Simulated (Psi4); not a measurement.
# A workflow on O2 (SMILES O=O), part 2 of 2

Psi4 1.11. The steps go on from the part before.

## Step 4: The doublet cation: a structure relaxation at UM06-2X/cc-pVDZ (density fitting) (run 3)

Contents of o2.xyz:

```xyz
2
O2
O      0.508955    -0.164660     0.262142
O     -0.508955     0.164660    -0.262142
```

Contents of job.py:

```python
import psi4

psi4.set_memory(1600000000)
psi4.set_num_threads(1)
psi4.set_output_file('output.dat', False)

with open('o2.xyz') as f:
    atoms = ''.join(f.readlines()[2:])
mol = psi4.geometry('1 2\n' + atoms + 'symmetry c1')

psi4.set_options({
    'reference': 'uks',
})

E = psi4.optimize("m06-2x/cc-pVDZ", molecule=mol)
print(f'm06-2x/cc-pVDZ energy: {E:.10f} Eh')
print(mol.to_string(dtype='xyz', units='Angstrom'))
```

Launch:

```
$ python job.py
```

output.dat:

```text
Psi4 1.11 release

gradient() will perform analytic gradient computation.

   => Loading Basis Set <=

    Name: CC-PVDZ
    Role: ORBITAL
    Keyword: BASIS

         ---------------------------------------------------------
                                   SCF
                              UKS Reference
                        1 Threads,   1525 MiB Core
         ---------------------------------------------------------

  ==> Geometry <==

    Molecular point group: c1
    Full point group: D_inf_h

    Geometry (in Angstrom), charge = 1, multiplicity = 2:

       Center              X                  Y                   Z               Mass
    ------------   -----------------  -----------------  -----------------  -----------------
         O            0.595706753184    -0.000000000000    -0.000000000000    15.994914619570
         O           -0.595706753184     0.000000000000     0.000000000000    15.994914619570

  Running in c1 symmetry.

  Rotational constants: A = ************  B =      1.48498  C =      1.48498 [cm^-1]
  Rotational constants: A = ************  B =  44518.47004  C =  44518.47004 [MHz]
  Nuclear repulsion =   28.426185620578540

  Charge       = 1
  Multiplicity = 2
  Electrons    = 15
  Nalpha       = 8
  Nbeta        = 7

  ==> Algorithm <==

  SCF Algorithm Type is DF.
  DIIS enabled.
  MOM disabled.
  Fractional occupation disabled.
  Guess Type is SAD.
  Energy threshold   = 1.00e-08
  Density threshold  = 1.00e-08
  Integral threshold = 1.00e-12

  ==> Primary Basis <==

  Basis Set: CC-PVDZ
    Blend: CC-PVDZ
    Number of shells: 12
    Number of basis functions: 28
    Number of Cartesian functions: 30
    Spherical Harmonics?: true
    Max angular momentum: 2

  ==> DFT Potential <==

   => LibXC <=

    Version 7.1.2

   => Composite Functional: M06-2X <=

    Deriv               =              1
    GGA                 =           TRUE
    Meta                =           TRUE

    Exchange Hybrid     =           TRUE
    MP2 Hybrid          =          FALSE

   => Exchange Functionals <=

    1.0000   XC_HYB_MGGA_X_M06_2X

   => Exact (HF) Exchange <=

    0.5400               HF

   => Correlation Functionals <=

    1.0000   XC_MGGA_C_M06_2X

   => LibXC Density Thresholds  <==

    XC_MGGA_C_M06_2X:  1.00E-12
    XC_HYB_MGGA_X_M06_2X:  1.00E-15

   => Molecular Quadrature <=

    Radial Scheme          =       TREUTLER
    Pruning Scheme         =           NONE
    Nuclear Scheme         =       TREUTLER

    Blocking Scheme        =         OCTREE
    BS radius alpha        =              1
    Pruning alpha          =              1
    Radial Points          =             75
    Spherical Points       =            302
    Total Points           =          41434
    Total Blocks           =            372
    Max Points             =            252
    Max Functions          =             28
    Weights Tolerance      =       1.00E-15

   => Loading Basis Set <=

    Name: (CC-PVDZ AUX)
    Role: JKFIT
    Keyword: DF_BASIS_SCF

  ==> Integral Setup <==

  DFHelper Memory: AOs need 0.001 GiB; user supplied 1.035 GiB.
  SCF_SUBTYPE=INCORE selected. In-core MEM_DF algorithm will be used.
  Using in-core AOs.

  ==> MemDFJK: Density-Fitted J/K Matrices <==

    J tasked:                   Yes
    K tasked:                   Yes
    wK tasked:                   No
    Memory [MiB]:              1059
    Algorithm:                 Core
    Schwarz Cutoff:           1E-12
    Mask sparsity (%):       0.0000
    Fitting Condition:        1E-10

   => Auxiliary Basis Set <=

  Basis Set: (CC-PVDZ AUX)
    Blend: CC-PVDZ-JKFIT
    Number of shells: 48
    Number of basis functions: 140
    Number of Cartesian functions: 162
    Spherical Harmonics?: true
    Max angular momentum: 3

  Cached 100.0% of DFT collocation blocks in 0.083 [GiB].

  Minimum eigenvalue in the overlap matrix is 1.8180431447E-02.
  Reciprocal condition number of the overlap matrix is 6.3676129694E-03.
    Using symmetric orthogonalization.

  ==> Pre-Iterations <==

  SCF Guess: Superposition of Atomic Densities via on-the-fly atomic UHF (no occupation information).

   -------------------------
    Irrep   Nso     Nmo
   -------------------------
     A         28      28
   -------------------------
    Total      28      28
   -------------------------

  ==> Iterations <==

                           Total Energy        Delta E     RMS |[F,P]|

   @DF-UKS iter SAD:  -149.82462571607189   -1.49825e+02   0.00000e+00
   @DF-UKS iter   1:  -149.74034236331127    8.42834e-02   1.45305e-02 DIIS/ADIIS
   @DF-UKS iter   2:  -149.79277557413508   -5.24332e-02   6.26121e-03 DIIS/ADIIS
   @DF-UKS iter   3:  -149.80412047588214   -1.13449e-02   3.92883e-04 DIIS/ADIIS
   @DF-UKS iter   4:  -149.80419011510605   -6.96392e-05   7.19451e-05 DIIS
   @DF-UKS iter   5:  -149.80419217010984   -2.05500e-06   9.08238e-06 DIIS
   @DF-UKS iter   6:  -149.80419221539910   -4.52893e-08   7.10941e-07 DIIS
   @DF-UKS iter   7:  -149.80419221567490   -2.75804e-10   8.75637e-08 DIIS
   @DF-UKS iter   8:  -149.80419221568016   -5.25802e-12   8.55819e-09 DIIS
  Energy and wave function converged.

  ==> Post-Iterations <==

   Electrons on quadrature grid:
      Nalpha   =    8.0000000820 ; deviation = 8.196e-08
      Nbeta    =    7.0000001877 ; deviation = 1.877e-07
      Ntotal   =   15.0000002697 ; deviation = 2.697e-07

   @Spin Contamination Metric:   3.323960990E-03
   @S^2 Expected:                7.500000000E-01
   @S^2 Observed:                7.533239610E-01
   @S   Expected:                5.000000000E-01
   @S   Observed:                5.000000000E-01

[... 35 lines left out ...]
    Final Occupation by Irrep:
[... 12 lines left out ...]
    Two-Electron Energy =                  84.4458220331653280
[... 3 lines left out ...]
    Total Energy =                       -149.8041922156801604
[... 96 lines left out ...]
    Weights Tolerance      =       1.00E-15
[... 42 lines left out ...]
	  Convergence Criteria     1.00e-06 *    3.00e-04 *             o    1.20e-03 *             o~
[... 114 lines left out ...]
   @DF-UKS iter   1:  -149.82208593496424    1.90077e-01   2.45266e-03 DIIS/ADIIS
[... 3 lines left out ...]
   @DF-UKS iter   5:  -149.82357309886737   -4.00514e-08   4.91563e-07 DIIS
[... 3 lines left out ...]
  Energy and wave function converged.
[... 11 lines left out ...]
   @S   Expected:                5.000000000E-01
[... 13 lines left out ...]
    Nuclear Repulsion Energy =             30.7335712635071125
[... 3 lines left out ...]
    Empirical Dispersion Energy =           0.0000000000000000
[... 26 lines left out ...]
 Dipole Y            :         -0.0000000            0.0000000           -0.0000000
[... 76 lines left out ...]
	Measures of convergence in internal coordinates in au.
[... 87 lines left out ...]
                           Total Energy        Delta E     RMS |[F,P]|
[... 4 lines left out ...]
   @DF-UKS iter   3:  -149.82365529817551   -2.35517e-06   7.23388e-06 DIIS
[... 3 lines left out ...]
  Energy and wave function converged.
[... 11 lines left out ...]
   @S   Expected:                5.000000000E-01
[... 13 lines left out ...]
    Nuclear Repulsion Energy =             30.9868314406072791
[... 3 lines left out ...]
    Empirical Dispersion Energy =           0.0000000000000000
[... 26 lines left out ...]
 Dipole Y            :         -0.0000000            0.0000000           -0.0000000
[... 76 lines left out ...]
	Measures of convergence in internal coordinates in au.
[... 72 lines left out ...]
   @DF-UKS iter   0:  -149.81479392270415   -1.49815e+02   6.95365e-04
[... 3 lines left out ...]
   @DF-UKS iter   4:  -149.82367243507068   -3.42112e-09   5.02828e-07 DIIS
[... 3 lines left out ...]
  Energy and wave function converged.
[... 11 lines left out ...]
   @S   Expected:                5.000000000E-01
[... 13 lines left out ...]
    Nuclear Repulsion Energy =             30.8736614572953876
[... 3 lines left out ...]
    Empirical Dispersion Energy =           0.0000000000000000
[... 26 lines left out ...]
 Dipole Y            :         -0.0000000            0.0000000           -0.0000000
[... 76 lines left out ...]
	Measures of convergence in internal coordinates in au.
[... 72 lines left out ...]
   @DF-UKS iter   0:  -149.82758572248488   -1.49828e+02   3.05278e-04
[... 3 lines left out ...]
   @DF-UKS iter   4:  -149.82367568921282   -6.57650e-10   2.20196e-07 DIIS
[... 11 lines left out ...]
   @Spin Contamination Metric:   2.799770100E-03
[... 3 lines left out ...]
   @S   Observed:                5.000000000E-01
[... 13 lines left out ...]
    One-Electron Energy =                -259.4188716829987698
[... 3 lines left out ...]
    VV10 Nonlocal Energy =                  0.0000000000000000
[... 26 lines left out ...]
 Dipole Z            :         -0.0000000            0.0000000           -0.0000000
[... 80 lines left out ...]
	   Step    Total Energy     Delta E     Max Force     RMS Force      Max Disp      RMS Disp
[... 68 lines left out ...]
   @DF-UKS iter   1:  -149.82367619421802   -1.72733e-03   2.25659e-05 DIIS
[... 3 lines left out ...]
   @DF-UKS iter   5:  -149.82367632085868   -3.58114e-12   9.88940e-09 DIIS
[... 11 lines left out ...]
   @S^2 Observed:                7.528040876E-01
[... 10 lines left out ...]
  @DF-UKS Final Energy:  -149.82367632085868
[... 6 lines left out ...]
    DFT Exchange-Correlation Energy =      -7.9720073045124904
[... 26 lines left out ...]
 Dipole X            :          0.0000004            0.0000000            0.0000004
[... 75 lines left out ...]
	                                 ==> Convergence Check <==
[... 72 lines left out ...]
                           Total Energy        Delta E     RMS |[F,P]|
[... 4 lines left out ...]
   @DF-UKS iter   3:  -149.82367647706189   -1.73659e-09   2.03969e-07 DIIS
[... 3 lines left out ...]
  Energy and wave function converged.
[... 8 lines left out ...]
   @Spin Contamination Metric:   2.802734747E-03
   @S^2 Expected:                7.500000000E-01
   @S^2 Observed:                7.528027347E-01
   @S   Expected:                5.000000000E-01
   @S   Observed:                5.000000000E-01

    Orbital Energies [Eh]
    ---------------------

    Alpha Occupied:

       1A    -20.329360     2A    -20.328458     3A     -2.033945
       4A     -1.367964     5A     -1.177320     6A     -1.116827
       7A     -1.114526     8A     -0.818611

    Alpha Virtual:

       9A     -0.533146    10A      0.009953    11A      0.468965
      12A      0.481465    13A      0.507336    14A      0.523927
      15A      0.617326    16A      0.638027    17A      0.689065
      18A      1.417766    19A      1.677198    20A      1.683274
      21A      1.847783    22A      1.859160    23A      2.288956
      24A      2.302028    25A      2.693428    26A      3.063599
      27A      3.072047    28A      3.373966

    Beta Occupied:

       1A    -20.315174     2A    -20.314023     3A     -1.997520
       4A     -1.311403     5A     -1.093203     6A     -1.086426
       7A     -1.056549

    Beta Virtual:

       8A     -0.506749     9A     -0.468998    10A      0.029706
      11A      0.486109    12A      0.510256    13A      0.512756
      14A      0.521895    15A      0.640907    16A      0.663104
      17A      0.700595    18A      1.430750    19A      1.689394
      20A      1.721304    21A      1.878065    22A      1.878127
      23A      2.328464    24A      2.328603    25A      2.706886
      26A      3.068759    27A      3.099714    28A      3.380262

    Final Occupation by Irrep:
              A
    DOCC [     7 ]
    SOCC [     1 ]
    NA   [     8 ]
    NB   [     7 ]

  @DF-UKS Final Energy:  -149.82367647707625

   => Energetics <=

    Nuclear Repulsion Energy =             30.9082242399807079
    One-Electron Energy =                -259.3908763993009643
    Two-Electron Energy =                  86.6311125708423191
    DFT Exchange-Correlation Energy =      -7.9721368885983415
    Empirical Dispersion Energy =           0.0000000000000000
    VV10 Nonlocal Energy =                  0.0000000000000000
    Total Energy =                       -149.8236764770762477

  UHF NO Occupations:
  HONO-2 :    6  A 1.9998073
  HONO-1 :    7  A 1.9989132
  HONO-0 :    8  A 1.0000000
  LUNO+0 :    9  A 0.0010868
  LUNO+1 :   10  A 0.0001927
  LUNO+2 :   11  A 0.0000704
  LUNO+3 :   12  A 0.0000465

Computation Completed

Properties will be evaluated at   0.000000,   0.000000,   0.000000 [a0]

Properties computed using the SCF density matrix

 Multipole Moments:

 ------------------------------------------------------------------------------------
     Multipole            Electronic (a.u.)      Nuclear  (a.u.)        Total (a.u.)
 ------------------------------------------------------------------------------------

 L = 1.  Multiply by 2.5417464519 to convert [e a0] to [Debye]
 Dipole X            :         -0.0000000            0.0000000           -0.0000000
 Dipole Y            :         -0.0000000            0.0000000           -0.0000000
 Dipole Z            :          0.0000000            0.0000000            0.0000000
 Magnitude           :                                                    0.0000000

 ------------------------------------------------------------------------------------

	total time  =          1 seconds =       0.02 minutes

         ------------------------------------------------------------
                                   SCF GRAD
         ------------------------------------------------------------

  ==> Geometry <==

    Molecular point group: c1
    Full point group: D_inf_h

    Geometry (in Angstrom), charge = 1, multiplicity = 2:

       Center              X                  Y                   Z               Mass
    ------------   -----------------  -----------------  -----------------  -----------------
         O            0.547869415272    -0.000000000000    -0.000000000000    15.994914619570
         O           -0.547869415272     0.000000000000     0.000000000000    15.994914619570

  Nuclear repulsion =   30.908224239980708

   => Molecular Quadrature <=

    Radial Scheme          =       TREUTLER
    Pruning Scheme         =           NONE
    Nuclear Scheme         =       TREUTLER

    Blocking Scheme        =         OCTREE
    BS radius alpha        =              1
    Pruning alpha          =              1
    Radial Points          =             75
    Spherical Points       =            302
    Total Points           =          41392
    Total Blocks           =            370
    Max Points             =            254
    Max Functions          =             28
    Weights Tolerance      =       1.00E-15

  -Total Gradient:
     Atom            X                  Y                   Z
    ------   -----------------  -----------------  -----------------
       1       -0.000016614345     0.000000000000     0.000000000000
       2        0.000016614345     0.000000000000    -0.000000000000

	total time  =          1 seconds =       0.02 minutes

    			-----------------------------------------

    			 OPTKING 3.0: for geometry optimizations

    			        with contributions from

    			-----------------------------------------

	                            ===> Fragment 1 <==

	 Z (Atomic Numbers)          Masses                          Geom
	       8.000000            15.994915          1.03532315 -0.00000000 -0.00000000
	       8.000000            15.994915         -1.03532315  0.00000000  0.00000000

	 - Coordinate -           - BOHR/RAD -       - ANG/DEG -
	 R(1,2)           =         2.070646           1.095739

	        --- Internal Coordinate Step in ANG or DEG, aJ/ANG or AJ/DEG ---
	-------------------------------------------------------------------------------
	           Coordinate      Previous         Force          Change          New
	           ----------      --------        ------          ------        ------
	               R(1,2)       1.09574        0.00014        0.00001       1.09574
	-------------------------------------------------------------------------------

	                                 ==> Convergence Check <==

	Measures of convergence in internal coordinates in au.

	Criteria marked as inactive (o), active & met (*), and active & unmet ( ).

	----------------------------------------------------------------------------------------------
	   Step    Total Energy     Delta E     Max Force     RMS Force      Max Disp      RMS Disp
	----------------------------------------------------------------------------------------------
	  Convergence Criteria     1.00e-06 *    3.00e-04 *             o    1.20e-03 *             o
	----------------------------------------------------------------------------------------------
	     7    -149.82367648   -1.56e-07 *    1.66e-05 *    1.66e-05 o    1.08e-05 *    1.08e-05 o  ~
	----------------------------------------------------------------------------------------------

Next Geometry in Ang
	Fragment 1 (Ang)

	    O   0.5478722844  -0.0000000000  -0.0000000000
	    O  -0.5478722844   0.0000000000   0.0000000000

    Final optimized geometry and variables:
    Molecular point group: c1
    Full point group: D_inf_h

    Geometry (in Angstrom), charge = 1, multiplicity = 2:

    O            0.547869415272    -0.000000000000    -0.000000000000
    O           -0.547869415272     0.000000000000     0.000000000000

[set-up sections that repeat, and orbital energies of the middle runs, are left out above]
```

The script printed:

```text
Optimizer: Optimization complete!
m06-2x/cc-pVDZ energy: -149.8236764771 Eh
2
1 2 O2
O                     0.547869415272     0.000000000000     0.000000000000
O                    -0.547869415272     0.000000000000     0.000000000000
```

It took 21 s on 1 thread of AMD EPYC 7R43 (Zen 3), shared host; peak memory 0.31 GiB.

The path in brief:

```csv
step,energy from the first frame kept (eV),largest force (eV/Å)
0,0.0000,9.7760
1,-0.5274,0.8945
2,-0.5296,0.4147
3,-0.5301,0.1790
4,-0.5302,0.0798
5,-0.5302,0.0351
6,-0.5302,0.0009
```

After the run. Bond lengths: O1–O2 1.096 Å.

## Step 5: The energy at UM06-2X/cc-pVDZ (density fitting) (run 4)

Contents of o2.sdf:

```

     RDKit          3D

  2  1  0  0  0  0  0  0  0  0999 V2000
    0.4681   -0.1514    0.2411 O   0  0  0  0  0  0  0  0  0  0  0  0
   -0.4681    0.1514   -0.2411 O   0  0  0  0  0  0  0  0  0  0  0  0
  2  1  2  0
M  END
$$$$
```

Contents of run.py:

```python
import psi4
from rdkit import Chem

psi4.set_memory(1600000000)
psi4.set_num_threads(1)
psi4.core.set_output_file('o2.out', False)

rd = Chem.SDMolSupplier('o2.sdf', removeHs=False, sanitize=False)[0]
xyz = rd.GetConformer().GetPositions()
atoms = '\n'.join(f'{a.GetSymbol()} {x:.4f} {y:.4f} {z:.4f}' for a, (x, y, z) in zip(rd.GetAtoms(), xyz))
mol = psi4.geometry('0 3\n' + atoms + '\nsymmetry c1')

psi4.set_options({
    'reference': 'uks',
})

e = psi4.energy("m06-2x/cc-pVDZ")
print(f'm06-2x/cc-pVDZ energy: {e:.10f} Eh')
```

Launch:

```
$ python run.py
```

o2.out (excerpt; [...] marks lines left out):

```text
[...]
  Running in c1 symmetry.
[...]
  Nuclear repulsion =   30.907818341392801
[...]
  Multiplicity = 3
[...]
  Nalpha       = 9
  Nbeta        = 7
[...]
    Number of basis functions: 28
[...]
   @DF-UKS iter   1:  -150.24212139218369   -1.37909e-01   7.04008e-03 ADIIS/DIIS
[...]
   @DF-UKS iter   6:  -150.25735372572385   -4.75268e-08   6.76808e-07 DIIS
[...]
   @S^2 Observed:                2.007327057E+00
[...]
  @DF-UKS Final Energy:  -150.25735372572385
   => Energetics <=
    Nuclear Repulsion Energy =             30.9078183413928009
    One-Electron Energy =                -267.2534037753159168
    Two-Electron Energy =                  94.3094378887623179
    DFT Exchange-Correlation Energy =      -8.2212061805630334
    Empirical Dispersion Energy =           0.0000000000000000
    VV10 Nonlocal Energy =                  0.0000000000000000
    Total Energy =                       -150.2573537257238172
[...]
```

Standard output:

```text
m06-2x/cc-pVDZ energy: -150.2573537257 Eh
```

It took 4.5 s on 1 thread of AMD EPYC 7R43 (Zen 3), shared host; peak memory 0.32 GiB.

## Step 6: What came out

What follows sums up all 2 parts.

```
                                                               quantity          value
                        run 1, UM06-2X/cc-pVDZ: total energy at the end  -150.27713 Eh
                                  run 1, UM06-2X/cc-pVDZ: dipole moment         0.00 D
             run 1, UM06-2X/cc-pVDZ: HOMO energy (highest over α and β)      -10.41 eV
              run 1, UM06-2X/cc-pVDZ: LUMO energy (lowest over α and β)       -0.96 eV
                                    run 1, UM06-2X/cc-pVDZ: bond length        1.191 Å
                                           run 1, UM06-2X/cc-pVDZ: ⟨S²⟩          2.009
                                    doublet cation, run 2: total energy  -149.80419 Eh
              doublet cation, run 2: HOMO energy (highest over α and β)      -23.21 eV
               doublet cation, run 2: LUMO energy (lowest over α and β)      -15.55 eV
                                            doublet cation, run 2: ⟨S²⟩          0.753
                         doublet cation, run 3: total energy at the end  -149.82368 Eh
              doublet cation, run 3: HOMO energy (highest over α and β)      -22.28 eV
               doublet cation, run 3: LUMO energy (lowest over α and β)      -14.51 eV
                                     doublet cation, run 3: bond length        1.096 Å
                                            doublet cation, run 3: ⟨S²⟩          0.753
                                   run 4, UM06-2X/cc-pVDZ: total energy  -150.25735 Eh
             run 4, UM06-2X/cc-pVDZ: HOMO energy (highest over α and β)       -9.32 eV
              run 4, UM06-2X/cc-pVDZ: LUMO energy (lowest over α and β)        0.16 eV
                                           run 4, UM06-2X/cc-pVDZ: ⟨S²⟩          2.007
adiabatic ionisation energy (to the doublet cation, no zero-point term)      12.339 eV
```

The adiabatic ionisation energy (to the doublet cation, no zero-point term) is 12.34 eV (1191 kJ/mol). The measured adiabatic value is 12.07 eV (NIST CCCBDB), which includes the change in zero-point energy. The optimisation (run 1, UM06-2X/cc-pVDZ) took 3 steps and changed the energy by -0.015 eV. Experiment gives 1.208 Å for the bond length (Huber and Herzberg, Constants of Diatomic Molecules), so the computed value is 0.016 Å (1.3 %) too low. The optimisation (doublet cation, run 3) took 7 steps and changed the energy by -0.530 eV.
